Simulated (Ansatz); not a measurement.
Process, species as SMILES: OCl (HOCl) -> [O]Cl + H atom (the H-O bond breaks)

Wanted: bond dissociation energy (enthalpy at 298 K), in kcal/mol. Terms: no dispersion term unless named; 6-31G* and kin with 6d, 5d where marked; non-relativistic; open shells spin-unrestricted; 6-311+G** with 5d, 6d on Na to Ar in Ansatz (an electronic-structure program); valence correlation only; no spin-orbit coupling; LANL2DZ with its own core potentials from Na on. CBS(X,Y): correlation extrapolated as X^-3; Hartree-Fock from the larger set. First-principles rows: single points at B3LYP-D3(BJ) geometries (Ansatz), with unscaled harmonic terms from B3LYP/6-31G* at its own minima.

Measured values: Active Thermochemical Tables 1.112 (ions: stationary electron), as tabulated in the package chemicals; G2/97 table in ASE (Curtiss et al.); they hold spin-orbit and core effects, anharmonicity. 

Value to compare with, the measured value: 94.7 kcal/mol.

```csv
level,program,bond dissociation energy (enthalpy at 298 K) (kcal/mol),error
PBE/STO-3G,Ansatz,107.6,12.9
PBE/3-21G,Ansatz,93.9,-0.8
PBE/LANL2DZ,Ansatz,95.9,1.2
PBE/6-31G*,Ansatz,87.2,-7.5
PBE/def2-SVP,Ansatz,88.9,-5.8
PBE/6-311+G**,Ansatz,90.7,-4.0
PBE/def2-TZVPD,Ansatz,87.6,-7.1
"CCSD(T)/CBS(aug-cc-pV(T+d)Z,aug-cc-pV(Q+d)Z)",Ansatz,96.0,1.3
```

Among the 6 habitual levels, PBE/STO-3G lies farthest from the measured value (12.9 kcal/mol); 2 of 6 lie above it, and their mean absolute error is 5.4 kcal/mol, the median 4.9. One case shows no general order.

The sets are all those run for this method; runs whose electronic state is in doubt are left out.
